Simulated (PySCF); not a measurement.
# triplet Si3H8 at 6 levels

Aim: a comparison of 6 runs (UHF/STO-3G, UHF/3-21G, U-wB97X/6-31G*, UB2PLYP/6-31G*, UB3LYP/6-31G*, USCS-MP2/6-31G*) of triplet Si3H8. The job is set up through a Python script.

Program for the calculation: PySCF 2.14.0.

2 further runs of the same task are left out: 2 set aside as unsound or not needed.

## 1. Starting point

The species is Si3H8 (11 atoms), meant as a triplet with charge 0. As SMILES of the parent species, `[SiH3][SiH2][SiH3]`. The coordinates come from a PBE0-D4/def2-TZVP relaxation. That shape belongs to the parent species and isn't relaxed for this state.

Bond lengths: Si1–Si2 2.338 Å, Si2–Si3 2.338 Å, Si1–H4 1.488 Å, Si1–H5 1.488 Å, Si1–H6 1.488 Å, Si2–H7 1.490 Å, Si2–H8 1.490 Å, Si3–H9 1.488 Å, Si3–H10 1.488 Å, Si3–H11 1.488 Å. Some angles: Si1–Si2–Si3 110.4°, Si1–Si2–H7 109.6°, Si1–Si2–H8 109.6°, Si3–Si2–H7 109.6°, Si3–Si2–H8 109.6°, Si2–Si1–H4 111.2°, Si2–Si1–H5 109.8°, Si2–Si1–H6 109.8°, Si2–Si3–H9 109.8°, Si2–Si3–H10 109.8°.

## 2. The energy at UHF/STO-3G (run 1)

Input file mol.xyz:

```xyz
11
H8Si3
Si    -1.292570     1.366730    -0.525270
Si    -0.462570    -0.807300    -0.296320
Si     1.631930    -0.774400     0.742750
H     -2.625850     1.367720    -1.185120
H     -0.354030     2.180440    -1.344070
H     -1.422540     2.000090     0.814640
H     -0.343400    -1.440160    -1.640160
H     -1.410380    -1.620800     0.516390
H      1.515950    -0.154940     2.090430
H      2.583820     0.031780    -0.068050
H      2.179610    -2.149160     0.894770
```

Input file calc.py:

```python
from pyscf import gto, scf

system = gto.M(
    atom='mol.xyz',
    max_memory=1860,
    basis='sto-3g',
    spin=2,
    verbose=3,
)

mf = scf.UHF(system)
mf.conv_tol = 1e-10
mf.kernel()
if not mf.converged:
    mf = mf.newton().run(mf.mo_coeff, mf.mo_occ)

energy = mf.e_tot
print('Final energy', energy)
```

Command:

```bash
$ OMP_NUM_THREADS=1 python calc.py
```

Log:

```text
WARN: HOMO 0.224354918640087 >= LUMO -0.265646424585406

WARN: HOMO 0.0757018994121673 >= LUMO 0.00289708103939268

WARN: HOMO 0.0575998653709858 >= LUMO 0.0262425847580374

WARN: HOMO 0.0528933331187883 >= LUMO 0.0219891297248961

WARN: HOMO 0.0533987881806071 >= LUMO 0.0247356285268271

WARN: HOMO 0.0526144621480428 >= LUMO 0.0244333235312715

WARN: HOMO 0.052798292374884 >= LUMO 0.0243500218334547

WARN: HOMO 0.0527584251881986 >= LUMO 0.0244174614343537

WARN: HOMO 0.0527679523565899 >= LUMO 0.0244146393098306

WARN: HOMO 0.0527640914449281 >= LUMO 0.0244149565319489

WARN: HOMO 0.0527637008735761 >= LUMO 0.0244151188138949

WARN: HOMO 0.0527645684678048 >= LUMO 0.0244159201655526

WARN: HOMO 0.0527646254883933 >= LUMO 0.0244153328551079

WARN: HOMO 0.0527644453899986 >= LUMO 0.0244148859217025

WARN: HOMO 0.0527646208907117 >= LUMO 0.0244151183308667

converged SCF energy = -861.125888841361  <S^2> = 2.0072749  2S+1 = 3.004846
Final energy -861.1258888413611
```

Wall time 0.97 s (1 thread of Arm Neoverse V1, shared host); peak memory 0.1 GiB.

## 3. A single-point energy at UHF/3-21G (run 2)

Input file input.py:

```python
from pyscf import gto, scf

mol = gto.Mole()
mol.atom = [
    ('Si', (-1.292570, 1.366730, -0.525270)),
    ('Si', (-0.462570, -0.807300, -0.296320)),
    ('Si', (1.631930, -0.774400, 0.742750)),
    ('H', (-2.625850, 1.367720, -1.185120)),
    ('H', (-0.354030, 2.180440, -1.344070)),
    ('H', (-1.422540, 2.000090, 0.814640)),
    ('H', (-0.343400, -1.440160, -1.640160)),
    ('H', (-1.410380, -1.620800, 0.516390)),
    ('H', (1.515950, -0.154940, 2.090430)),
    ('H', (2.583820, 0.031780, -0.068050)),
    ('H', (2.179610, -2.149160, 0.894770)),
]
mol.spin = 2
mol.basis = '3-21g'
mol.verbose = 3
mol.max_memory = 1860
mol.build()

hf = scf.UHF(mol)
hf.conv_tol = 1e-10
hf.kernel()
if not hf.converged:
    hf = hf.newton().run(hf.mo_coeff, hf.mo_occ)

e_tot = hf.e_tot
print('E(%s) = %.9f' % ('HF', e_tot))
```

Command:

```bash
$ OMP_NUM_THREADS=1 python input.py
```

Log:

```text
WARN: HOMO 0.0852226132144418 >= LUMO -0.278192532298903

WARN: HOMO -0.127198759265168 >= LUMO -0.168963009845155

WARN: HOMO -0.105527535469075 >= LUMO -0.11954394383723

WARN: HOMO -0.112818337285372 >= LUMO -0.119623687494357

WARN: HOMO -0.114380926528456 >= LUMO -0.118043305408939

WARN: HOMO -0.11465562635531 >= LUMO -0.117362974485848

WARN: HOMO -0.114742239582067 >= LUMO -0.117370515817736

WARN: HOMO -0.114800897118627 >= LUMO -0.117461502975789

WARN: HOMO -0.11481551612097 >= LUMO -0.117409750331124

WARN: HOMO -0.114826551201649 >= LUMO -0.117406655223723

WARN: HOMO -0.114836989096573 >= LUMO -0.117408013773737

WARN: HOMO -0.114839211803524 >= LUMO -0.117409746284505

WARN: HOMO -0.114838976053617 >= LUMO -0.117408695943315

WARN: HOMO -0.114839115060553 >= LUMO -0.117409108652026

WARN: HOMO -0.114838993287322 >= LUMO -0.117408982762354

converged SCF energy = -866.539796966351  <S^2> = 2.0141905  2S+1 = 3.0094455
E(HF) = -866.539796966
```

Wall time 1.2 s (1 thread of Arm Neoverse V1, shared host); peak memory 0.11 GiB.

Runs 3 to 5 aren't shown in full; the table further down has their settings and results.

## 4. The energy at USCS-MP2/6-31G(d) (spherical functions) (run 6)

Input file run.py:

```python
from pyscf import gto, mp

mol = gto.M(
    atom='''
Si    -2.442603     2.582745    -0.992616
Si    -0.874131    -1.525576    -0.559964
Si     3.083901    -1.463404     1.403594
H     -4.962137     2.584616    -2.239552
H     -0.669020     4.120434    -2.539924
H     -2.688211     3.779622     1.539446
H     -0.648932    -2.721508    -3.099453
H     -2.665232    -3.062868     0.975836
H      2.864730    -0.292794     3.950340
H      4.882712     0.060055    -0.128596
H      4.118866    -4.061324     1.690870
''',
    basis='6-31g*',
    max_memory=1860,
    verbose=3,
    unit='bohr',
    spin=2,
)

calc0 = mol.UHF()
calc0.conv_tol = 1e-10
calc0.kernel()
if not calc0.converged:
    calc0 = calc0.newton().run(calc0.mo_coeff, calc0.mo_occ)

pt = mp.MP2(calc0, frozen=15).run()
e_tot = calc0.e_tot + 1.2 * pt.e_corr_os + pt.e_corr_ss / 3
print('Final energy', e_tot)
```

Command:

```bash
$ OMP_NUM_THREADS=1 python run.py
```

Log:

```text
WARN: HOMO 0.0768355596476804 >= LUMO -0.273035653279655

WARN: HOMO -0.137584473262072 >= LUMO -0.169262570561452

converged SCF energy = -871.136603949195  <S^2> = 2.0128316  2S+1 = 3.0085422
E(UMP2) = -871.374734392094  E_corr = -0.238130442898972
E(SCS-UMP2) = -871.387552364994  E_corr = -0.250948415799553
Final energy -871.3875523649945
```

Run time: 2.7 s. Hardware: 1 thread of Arm Neoverse V1, shared host; peak memory 0.15 GiB.

## 5. The series

| run | level | integration grid | frozen core orbitals | energy (Eh) | dipole moment (D) of the reference | ⟨S²⟩ | wall time |
| --- | --- | --- | --- | --- | --- | --- | --- |
| 1 | UHF/STO-3G | – | – | -861.125889 | 0.68 | 2.007 | 0.97 s |
| 2 | UHF/3-21G | – | – | -866.539797 | 0.06 | 2.014 | 1.2 s |
| 3 | U-wB97X/6-31G* (spherical functions) | 5 | – | -872.954628 | 0.09 | 2.005 | 60 s |
| 4 | UB2PLYP/6-31G* (spherical functions) | 5 | 15 | -872.548121 | 0.03 | 2.006 | 38 s |
| 5 | UB3LYP/6-31G* (spherical functions) | 5 | – | -873.050569 | 0.08 | 2.004 | 41 s |
| 6 | USCS-MP2/6-31G* (spherical functions) | – | 15 | -871.387552 | 0.00 | 2.013 | 2.7 s |

## 6. Summary of results

| quantity | value |
| --- | --- |
| run 6: total energy | -871.38755 Eh |
| run 6: dipole moment (Hartree–Fock density) | 0.00 D |
| run 6: HOMO energy (Hartree–Fock orbitals) (highest over α and β) | -3.28 eV |
| run 6: LUMO energy (Hartree–Fock orbitals) (lowest over α and β) | -2.64 eV |
| run 6: correlation energy (15 core orbitals frozen) | -250.9 mEh |
| run 6: ⟨S²⟩ of the reference determinant | 2.013 |

**Reading.** Over runs 1, 2, 3, 4, 5 the dipole moment (its size) runs from 0.03 D (UB2PLYP/6-31G*) to 0.68 D (UHF/STO-3G). The two ends differ in method and basis. A double hybrid's value is that of its SCF part. Totals of different functionals can't be ranked against each other. In run 1 the basis is minimal, so the values are rough. All runs together took 2.4 min, the longest 60 s.
